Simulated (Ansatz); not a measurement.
# Ge–NH2, doublet: reading a ladder of total energies

Geometry: a PBE0/def2-TZVP stationary point for this spin, not checked as a minimum.

```tsv
atom	x (Å)	y (Å)	z (Å)
Ge	0.0000	0.0000	0.3411
N	0.0000	0.0000	-1.4753
H	0.0000	0.8361	-2.0406
H	0.0000	-0.8361	-2.0406
```

Basis cc-pVTZ; Ansatz 0.2.0. Only valence electrons are correlated (noble-gas cores and the filled d shells of p-block atoms frozen), which leaves 11 electrons in 86 orbitals. Prefix R: restricted or restricted open-shell reference; prefix U: unrestricted. No spin–orbit coupling is included, and no scalar relativity.

Full CI isn't at hand for all of this; UCCSDT(Q) serves as the reference, and is uncertain by about the last step of the cluster series.

Runs differ by some tens of microhartree through their thresholds and, for an open shell, their frozen cores, so steps under 0.03 kcal/mol mean nothing.

```csv
level,total energy (hartree)
UHF,-2131.032423
UMP2,-2131.325451
UCCSD,-2131.344255
UCCSD(T),-2131.357179
UCCSDT,-2131.357784
UCCSDT(Q),-2131.358597
```

**Question.** What is the correlation energy at UCCSDT(Q), and what share of it do UMP2 and UCCSD recover?

**Answer.** E(corr) = -2131.358597 − (-2131.032423) = -0.326174 hartree = -8.876 eV. UMP2: -0.293028 / -0.326174 = 89.84 %. UCCSD: -0.311832 / -0.326174 = 95.60 %.

**Question.** By how many kcal/mol does UCCSD(T) miss UCCSDT(Q) (1 hartree = 627.509 kcal/mol), and which steps make up the rest?

**Answer.** -2131.357179 − (-2131.358597) = 0.001418 hartree = 0.89 kcal/mol. Steps: UCCSDT − UCCSD(T) = -0.38, UCCSDT(Q) − UCCSDT = -0.51 kcal/mol. Differences between like states or geometries often cancel part of this.
